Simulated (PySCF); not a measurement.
# Löwdin shares of the frontier orbitals

Compound: SiEtH3, C2H8Si.
Geometry (PBE0-D3(BJ)/def2-SVP, Å), atoms numbered from 1 in this order:
```
atom  x, y, z in Å
Si1   -0.308   -0.428   -1.380
C2    -0.278   -0.411    0.506
C3     0.522    0.741    1.106
H4     0.122   -1.382    0.844
H5    -1.325   -0.381    0.856
H6     0.507    0.717    2.207
H7     1.578    0.707    0.792
H8     0.122    1.719    0.795
H9     1.085   -0.475   -1.926
H10   -0.967    0.810   -1.907
H11   -1.058   -1.616   -1.893
```

The calculation used TDDFT wB97X-D/def2-SVPD, vertical, gas phase, core orbitals frozen in the response in PySCF 2.14.0, density-fitted response routines.

Frontier orbitals with the atoms that hold most of them (Löwdin shares over 4%, at most four atoms; ? is withheld):

```tsv
orbital	ε (eV)	atoms
HOMO-3	-11.96	C3 27%, C2 18%, H7 11%, H8 11%
HOMO-2	-11.26	Si1 37%, H11 30%, H9 11%, H10 7%
HOMO-1	-11.16	?
HOMO	-10.40	?
LUMO	?	Si1 36%, C3 13%, C2 12%, H11 6%
LUMO+1	2.61	Si1 46%, H9 13%, H10 13%, H11 10%
LUMO+2	2.91	Si1 27%, C3 17%, H6 11%, H8 7%
```

Question: Give the leading atoms of the HOMO-1.

Answer: Si1 (bonded to C and 3 H) 32%; H10 (bonded to Si) 21%; H9 (bonded to Si) 19%; C2 (bonded to C, Si and 2 H) 12%. By element: hydrogen 40% or more, silicon 32%, carbon 12% or more.

Question: Which atoms hold the HOMO, and with what shares?

Answer: C2 (bonded to C, Si and 2 H) 35%; Si1 (bonded to C and 3 H) 23%; C3 (bonded to C and 3 H) 14%; H6 (bonded to C) 8%. By element: carbon 49%, silicon 23%, hydrogen 8% or more.

Question: What is the LUMO energy, and the HOMO–LUMO gap?

Answer: ε(LUMO) = 2.09 eV; the gap is 12.49 eV (0.4591 hartree).

Question: How does S1 compare with the orbital gap of 12.49 eV?

Answer: S1 is at 8.15 eV (f = 0.021), 4.35 eV below the gap, made of HOMO→LUMO (91%). 

Question: Give energy, strength and leading configuration of S1 and S6, and follow the Löwdin shares of the leading atoms from the occupied to the empty orbital.

Answer: 
- S1 (8.15 eV, f 0.021), HOMO→LUMO (91%): C2 35% → 12%, Si1 23% → 36%, C3 14% → 13%
- S6 (9.20 eV, f 0.307), HOMO→LUMO+1 (72%): C2 35% → at most 10%, Si1 23% → 46%, H9 at most 8% → 13%
